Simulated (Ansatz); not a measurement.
Born–Oppenheimer molecular dynamics of CH4OS2 (8 atoms, charge 0, multiplicity 1). It starts from a relaxed structure.

Computed with Ansatz, RKS B3LYP/6-31G.

```
ensemble                      : NVE (Milne-controlled integrator)
time step                     : 0.25 fs
steps asked                   : 600
starting velocities drawn for : 500 K
seed                          : 547209
```

First frame:

```xyz
8
Properties=species:S:1:pos:R:3
O -0.852 1.229 -0.415
C -0.042 0.293 0.245
S 1.793 0.582 -0.231
S -0.496 -1.532 -0.147
H -0.789 1.131 -1.389
H -0.169 0.464 1.309
H 2.269 -0.663 0.123
H -1.714 -1.503 0.504
```

(1) How far do the bonds stretch over the last three quarters of this one trajectory? (Pairs bonded in most of those frames.)

## Answers

(1) 
```csv
bond,mean (Å),spread (Å),shortest,longest
O1–C2,1.406,0.020,1.37,1.45
O1–H5,0.985,0.035,0.93,1.04
C2–S3,1.916,0.014,1.89,1.96
C2–S4,1.927,0.024,1.87,1.96
C2–H6,1.090,0.041,1.03,1.15
S3–H7,1.383,0.005,1.37,1.39
S4–H8,1.383,0.006,1.37,1.39
```

Mean temperature of the second half: 272 K. The conserved energy stayed within 0.0022 meV per atom of its start (net change 0.001 meV per atom), so the integration is sound. Over the second half the temperature averaged 0.54 of the 500 K drawn at the start: a run that starts near a minimum puts about half its kinetic energy into the potential. A run of 0.15 ps of so small a system gives no equilibrium averages. Limits of this set-up: no polarisation functions.

Time of the run: 23 min on 1 thread of Arm Neoverse V1 (shared host), peak memory 0.11 GiB.
